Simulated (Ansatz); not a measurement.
# B₂H₂ (singlet): the correlation ladder at distance B1–B2 = 2.124 Å, cc-pVDZ

The task here is to estimate one member of a computed series from the others.

Computed with Ansatz 0.2.0, Gaussian basis. Level: cc-pVDZ, core rule «outside noble gas», up to 2 orbitals frozen.

To be run: UHF; CCSD(T) on RHF; CCSD(T) on UHF; BCCD(T) on RHF; CISD; CCSDT(Q) on RHF; CCSDT(Q) on UHF; CISDTQ; CCSDTQ on RHF; CCSDTQ on UHF; CASSCF and MRCISD+Q, 2 electrons in 2 orbitals; CASSCF and NEVPT2, 2 electrons in 2 orbitals; CASSCF and MRCISD+Q, 8 electrons in 10 orbitals; CASSCF and NEVPT2, 8 electrons in 10 orbitals; Full CI.

## What is computed

The geometry derives from a PBE0/def2-TZVP stationary point (not a proven minimum). One bond is set to the value named and the two fragments are kept rigid.

4 atoms, charge 0, spin multiplicity 1.

Atoms are counted from 1 here; the program's logs count them from 0.

Bond lengths: B1–H3 1.176 Å, B2–H4 1.176 Å.

Geometry (Å):

```
B     0.0000    0.0000    1.0620
B     0.0000    0.0000   -1.0620
H     0.0000    0.0000    2.2377
H     0.0000    0.0000   -2.2377
```

Set-up of the first run:

File in.yaml:

```yaml
crystal:
  periodic: [false, false, false]
  atoms:
    - {symbol: B, position_ang: [0.000000, 0.000000, 1.062000]}
    - {symbol: B, position_ang: [0.000000, 0.000000, -1.062000]}
    - {symbol: H, position_ang: [0.000000, 0.000000, 2.237734]}
    - {symbol: H, position_ang: [0.000000, 0.000000, -2.237734]}
basis:
  gaussian: {orbitals: cc-pVDZ}
magnetization: {spin_polarized: true, initial_magnetization: 0}
hamiltonian: {xc: hf}
output: {orbitals: {seedname: orbitals}}
```

Command:

```
$ ansatz run in.yaml --threads 1 --pin off --events-out ev --progress --plain --max-ram 3956MiB --backend cpu
```

Steps of the session up to this table: UHF; CCSD(T) on RHF; CCSD(T) on UHF; BCCD(T) on RHF; CISD; CCSDT(Q) on RHF; CCSDT(Q) on UHF; CISDTQ; CCSDTQ on RHF; CCSDTQ on UHF; CASSCF and MRCISD+Q, 2 electrons in 2 orbitals; CASSCF and NEVPT2, 2 electrons in 2 orbitals; CASSCF and MRCISD+Q, 8 electrons in 10 orbitals; CASSCF and NEVPT2, 8 electrons in 10 orbitals; Full CI.

One of the session's tables, all rows but one given; the rest of the session is left out.

It belongs to the step «Misses and costs». 

```
          method  from FCI (meV)
             RHF         +5969.6
            RMP2         +1484.2
            CISD          +944.2
           RCCSD               ?
        RCCSD(T)          +143.5
         BCCD(T)          +148.6
          RCCSDT           +86.8
          CISDTQ          +107.3
       RCCSDT(Q)           +32.6
         RCCSDTQ            +7.8
  CASSCF valence         +2463.2
  NEVPT2 valence          +656.3
  MRCISD valence          +119.5
MRCISD+Q valence            +5.0
             FCI               0
```

**Question.** Estimate the row for RCCSD.

The run gave: from FCI (meV): +447.9. In the column «from FCI (meV)» it lies between BCCD(T) (+148.6) and NEVPT2 valence (+656.3).

To keep in mind: The report flags that the cluster equations may have other roots. Left out of the table: CASSCF pair, NEVPT2 pair, MRCISD pair, MRCISD+Q pair (the active space lost an orbital or holds another state than full CI finds). Left out of the table: UHF, UMP2, UCCSD, UCCSD(T), UCCSDT, UCCSDT(Q), UCCSDTQ (another determinant or state than the rows shown). The program flags RCCSDTQ as in doubt, so those rows may rest on another solution; read them beside their warnings.
